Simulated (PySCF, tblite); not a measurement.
# SiBH4 radical: geometry, infrared bands and EPR parameters

Aim: predict the infrared bands and EPR parameters of SiBH4 radical (`B[SiH2]`).

Programs: tblite 0.8.0 and PySCF 2.14.0, with density-fitted response routines of our own. Each step states its level of theory. These are calculated values for one molecule in the gas phase, unless marked as measured. Atoms are numbered from 0 throughout.

### 1 The molecule as given

6 atoms, charge 0, multiplicity 2; geometry from: force field or distance geometry start.

Bonds of the start (Å): B0–Si1 1.97, B0–H2 1.19, B0–H3 1.18, Si1–H4 1.48, Si1–H5 1.49.

### 2 Relaxing the molecule with GFN2-xTB

The job: settings as JSON, then the geometry in Å.

```
{"job": {"kind": "relax", "xc": "GFN2-xTB", "basis": "xTB"}, "charge": 0, "multiplicity": 2}
B      0.970500     0.029400    -0.082000
Si    -0.954100    -0.175800    -0.435700
H      1.371000     0.966000     0.536700
H      1.736300    -0.826100    -0.348100
H     -1.576400     1.147000    -0.228900
H     -1.544200    -1.138500     0.536500
```

The run is started by

```bash
> OMP_NUM_THREADS=1 python probes_run.py task.json out
```

This one command runs all jobs of the session in turn.

The program printed:

```text
step      E/eV     max force
  0    -133.71892    2.192
  1    -133.80300    1.776
  2    -133.94666    2.733
  3    -134.02865    0.864
  4    -134.10631    0.746
  5    -134.21677    1.145
  6    -134.26295    1.015
  7    -134.29651    0.713
  8    -134.32749    0.664
  9    -134.34976    0.740
 10    -134.38419    0.872
 11    -134.40889    0.557
 12    -134.41920    0.230
 13    -134.42182    0.222
 14    -134.42755    0.323
 15    -134.43498    0.382
 16    -134.44332    0.313
 17    -134.44974    0.324
 18    -134.45632    0.295
 19    -134.46429    0.364
 20    -134.47103    0.279
 21    -134.47467    0.194
 22    -134.47725    0.168
 23    -134.48046    0.265
 24    -134.48462    0.288
 25    -134.48813    0.183
 26    -134.48939    0.097
 27    -134.48992    0.075
 28    -134.49062    0.120
 29    -134.49139    0.128
 30    -134.49200    0.073
 31    -134.49226    0.040
 32    -134.49235    0.030
 33    -134.49242    0.032
 34    -134.49252    0.035
 35    -134.49269    0.033
 36    -134.49291    0.038
 37    -134.49310    0.034
 38    -134.49319    0.036
 39    -134.49325    0.031
 40    -134.49330    0.024
 41    -134.49336    0.020
 42    -134.49340    0.014
 43    -134.49342    0.005
```

It took 0.07 s on 1 thread of Arm Neoverse V2, shared host.

The steps of the relaxation: (not every step is listed)

| step | energy from step 0 (eV) | largest force (eV/Å) |
| --- | --- | --- |
| 0 | 0.0000 | 2.1917 |
| 1 | -0.0841 | 1.7759 |
| 2 | -0.2277 | 2.7333 |
| 3 | -0.3097 | 0.8640 |
| 4 | -0.3874 | 0.7458 |
| 5 | -0.4978 | 1.1452 |
| 6 | -0.5440 | 1.0145 |
| 7 | -0.5776 | 0.7125 |
| 8 | -0.6086 | 0.6636 |
| 11 | -0.6900 | 0.5573 |
| 14 | -0.7086 | 0.3234 |
| 17 | -0.7308 | 0.3244 |
| 20 | -0.7521 | 0.2788 |
| 23 | -0.7615 | 0.2648 |
| 26 | -0.7705 | 0.0965 |
| 29 | -0.7725 | 0.1277 |
| 32 | -0.7734 | 0.0295 |
| 35 | -0.7738 | 0.0326 |
| 38 | -0.7743 | 0.0362 |
| 39 | -0.7743 | 0.0312 |
| 40 | -0.7744 | 0.0244 |
| 41 | -0.7744 | 0.0195 |
| 42 | -0.7745 | 0.0142 |
| 43 | -0.7745 | 0.0054 |

Distances of close pairs at the start and the end, largest changes first:

| bond | before (Å) | after (Å) | change (Å) |
| --- | --- | --- | --- |
| B0–Si1 | 1.968 | 1.878 | -0.089 |
| Si1–H5 | 1.490 | 1.473 | -0.017 |
| B0–H2 | 1.192 | 1.177 | -0.014 |
| Si1–H4 | 1.476 | 1.473 | -0.004 |
| B0–H3 | 1.179 | 1.178 | -0.001 |

The final coordinates are the input of the step that follows.

### 3 Infrared spectrum with GFN2-xTB

The job: settings as JSON, then the geometry in Å.

```
{"job": {"kind": "ir", "xc": "GFN2-xTB", "basis": "xTB"}, "charge": 0, "multiplicity": 2}
B      1.042799     0.047625     0.001079
Si    -0.833447    -0.037412    -0.007388
H      1.608025     1.080379     0.021996
H      1.699602    -0.929744    -0.015118
H     -1.808894     1.065652     0.008677
H     -1.704963    -1.224510    -0.030820
```

The program printed:

```text
mode    cm-1     km/mol
  1     331.7      0.00
  2     385.3     43.68
  3     487.9     58.48
  4     683.9     59.67
  5     706.2     25.02
  6     853.5      4.81
  7     892.8    236.86
  8    1194.1     21.00
  9    2176.7    574.67
 10    2207.0    160.46
 11    2564.4    123.93
 12    2580.4    152.49
```

Run time: 0.04 s. Hardware: 1 thread of Arm Neoverse V2, shared host.

Which atoms move in the most intense modes:

| cm⁻¹ | km/mol | atoms |
| --- | --- | --- |
| 385 | 43.7 | H4 38 %, H5 38 % |
| 488 | 58.5 | H5 42 %, H4 42 %, Si1 13 % |
| 684 | 59.7 | H3 38 %, H2 37 %, B0 24 % |
| 893 | 236.9 | H5 38 %, H4 38 %, Si1 15 % |
| 2177 | 574.7 | H5 52 %, H4 45 % |
| 2207 | 160.5 | H4 52 %, H5 45 % |
| 2564 | 123.9 | H3 52 %, H2 43 % |
| 2580 | 152.5 | H2 49 %, H3 40 %, B0 11 % |

### 4 EPR parameters: B3LYP/pcH-1

The job, as its differences from that of step 3:

```diff
@@ -1,2 +1,2 @@
-{"job": {"kind": "ir", "xc": "GFN2-xTB", "basis": "xTB"}, "charge": 0, "multiplicity": 2}
+{"job": {"kind": "epr", "basis": "pcH-1"}, "charge": 0, "multiplicity": 2}
 B      1.042799     0.047625     0.001079
```

With the program's defaults for keys left out, this is: UKS B3LYP, pcH-1 on B H Si, non-relativistic, mean-field spin-orbit, GIAO.

The program printed:

```text
UKS, coarse grid
  cycle   1  E = -316.65863971  |g| = 2.05e-01
  cycle   2  E = -316.65139955  |g| = 2.23e-01
  cycle   3  E = -316.68738934  |g| = 1.52e-02
  cycle   4  E = -316.68761737  |g| = 7.54e-03
  cycle   5  E = -316.68766455  |g| = 1.92e-03
  cycle   6  E = -316.68766808  |g| = 6.24e-04
UKS, final grid
  cycle   1  E = -316.68766115  |g| = 4.28e-04
  cycle   2  E = -316.68766115  |g| = 5.03e-04
  cycle   3  E = -316.68766134  |g| = 5.12e-05
  cycle   4  E = -316.68766134  |g| = 3.24e-05
  cycle   5  E = -316.68766135  |g| = 5.27e-06
internal stability: stable
E = -316.68766135 Eh   <S^2> = 0.7523 (exact 0.7500)
g shifts (ppm)      1          2          3
  rmc           -97        -97        -97
  gc             -1         26         26
  oz_so          44        879       2399
  total         -54        808       2327
hyperfine (MHz)  atom isotope    a_iso     a_fc   dipolar eigenvalues
    0   11B      -0.29      -0.16    -14.37    -14.11     28.48
    1  29Si     -64.14     -64.71   -144.06     70.29     73.77
    2    1H     -18.75     -18.72     -8.39     -0.15      8.54
    3    1H     -18.75     -18.73     -8.38     -0.15      8.54
    4    1H     -31.37     -31.40     -9.02      1.50      7.53
    5    1H     -31.38     -31.41     -9.02      1.49      7.53
```

It took 8 s on 1 thread of Arm Neoverse V2, shared host; peak memory 0.31 GiB.

Principal g values 2.00227, 2.00313, 2.00465; g(iso) = 2.00335, against 2.00232 for a free electron.

Mean a(iso) over the nuclei that a row names, and the largest dipolar term of the row (other rows stand at the frozen geometry):

| nuclei | isotope | a(iso) (MHz) | a(iso) (G, at g = 2.0023) | largest dipolar term (MHz) |
| --- | --- | --- | --- | --- |
| Si1 | 29Si | -64.1 | -22.9 | -144.1 |
| H4, H5 | 1H | -31.4 | -11.2 | -9.0 |
| H2, H3 | 1H | -18.8 | -6.7 | 8.5 |
| B0 | 11B | -0.3 | -0.1 | 28.5 |

Mulliken spin populations:

| atom | value (e) |
| --- | --- |
| B0 | 0.33 |
| Si1 | 0.77 |
| H2 | -0.02 |
| H3 | -0.02 |
| H4 | -0.03 |
| H5 | -0.03 |

In first order the couplings over 0.8 MHz of 1H give 9 distinct lines over 35.8 G, if the averaged nuclei exchange fast.

Orbitals, density, ELF and potential are computed afterwards from the orbital file.

ELF in a plane through or near 6 of the atoms.

Ten even steps from ' ' (0.00) to '@' (1.00):
```
                                                        
                                                        
                                                        
            ..------..          ..--**####==::          
          --##@@@@@@##--        ==%%@@@@@@@@##--        
        ::##@@@@@@@@@@**      ..##@@@@@@@@@@@@**..      
      ..++@@@@@@@@@@@@%%......::%%@@@@@@@@@@@@%%--      
      ..==%%@@@@@@@@@@%%==++==--**@@@@@@@@@@@@**::      
        ::**@@@@@@@@%%**##%%++....--@@@@@@@@**--        
          ::==####--++--##@@----%%++..++++::..          
          ::==####----::##@@----##++..++++::..          
        ::**@@@@@@@@@@####%%++....==%%@@@@@@**::        
      ..==@@@@@@@@@@@@%%==++==--**@@@@@@@@@@@@**::      
      ..++@@@@@@@@@@@@%%::....::%%@@@@@@@@@@@@%%--      
        ::##@@@@@@@@@@**      ..##@@@@@@@@@@@@**::      
          --##@@@@@@##--        ==%%@@@@@@@@##--        
              ------..          ..--**####==::          
                                                        
                                                        
                                                        
```
The map spans 8.7 Å across and 7.5 Å up, centred on the molecule. Atoms in the plane (x, y in Å): B0 (-1.0, 0.0), Si1 (0.8, 0.0), H2 (-1.7, 1.0), H3 (-1.7, -1.0), H4 (1.8, 1.1), H5 (1.8, -1.1).

On the surface of density 0.002 e/bohr³ the electrostatic potential runs, from the 1st to the 99th percentile, from -0.37 to 1.12 V.

The spin density lies nearest to Si1 49 %; B0 27 %; H4, H5 about 8 % each.

### 5 Outcome

| quantity | value |
| --- | --- |
| strongest single infrared mode (GFN2-xTB) | 2177 cm⁻¹, 575 km/mol |
| zero-point energy (GFN2-xTB) | 21.5 kcal/mol |
| g(iso) (B3LYP) | 2.00335 |
| ⟨S²⟩ | 0.752 (exact 0.75) |
| largest a(iso) (averaged by class) | 29Si on Si1, -64.1 MHz |
| surface potential, 1st and 99th percentile | -0.37 V and 1.12 V |

Relaxing lowered the energy by 0.774 eV in 43 steps; the close pair that moved most is B0–Si1, from 1.968 to 1.878 Å. No mode is imaginary among the 12: a minimum at this level. The strongest single mode, at 2177 cm⁻¹, moves mainly H5 and H4. Unscaled tight-binding wavenumbers are off by several per cent, some by more. Its intensities can rank the bands wrongly. The largest share of the spin, 0.77 e, sits on Si1. The isotropic g lies 1.0 ppt above the free-electron value.
